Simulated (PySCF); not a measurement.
How methods differ on the ionisation energy of O

O [He] 2s2 2p4 (3P) → O⁺ [He] 2s2 2p3 (4S), as a difference of total energies. Calculation: PySCF 2.14, in def2-QZVPPD (8s5p4d2f1g, 66 functions); no relativity, point nucleus. Correlated levels: valence: 1s2 frozen; valence and next inner shell: nothing frozen. The calculations carry no spin-orbit coupling.

```json
{"method": "UHF", "ionisation energy (eV)": "12.023", "error (eV)": "-1.585"}
{"method": "LDA", "ionisation energy (eV)": "13.998", "error (eV)": "+0.390"}
{"method": "PBE", "ionisation energy (eV)": "14.055", "error (eV)": "+0.447"}
{"method": "PBE0", "ionisation energy (eV)": "13.843", "error (eV)": "+0.235"}
{"method": "r2SCAN", "ionisation energy (eV)": "13.706", "error (eV)": "+0.098"}
{"method": "HSE06", "ionisation energy (eV)": "13.867", "error (eV)": "+0.259"}
{"method": "B2PLYP", "ionisation energy (eV)": "13.800", "error (eV)": "+0.192"}
{"method": "r2SCAN0", "ionisation energy (eV)": "13.587", "error (eV)": "-0.021"}
{"method": "wB97X", "ionisation energy (eV)": "13.795", "error (eV)": "+0.187"}
{"method": "MP2 (valence)", "ionisation energy (eV)": "13.408", "error (eV)": "-0.200"}
{"method": "SCS-MP2 (valence)", "ionisation energy (eV)": "13.532", "error (eV)": "-0.076"}
{"method": "MP2 (valence and next inner shell)", "ionisation energy (eV)": "13.420", "error (eV)": "-0.188"}
{"method": "SCS-MP2 (valence and next inner shell)", "ionisation energy (eV)": "13.537", "error (eV)": "-0.071"}
```

Reference: 13.608 eV (measured; NIST levels, between the centres of gravity of the two terms).

Errors of the correlated levels include the incompleteness of this basis and the frozen core.
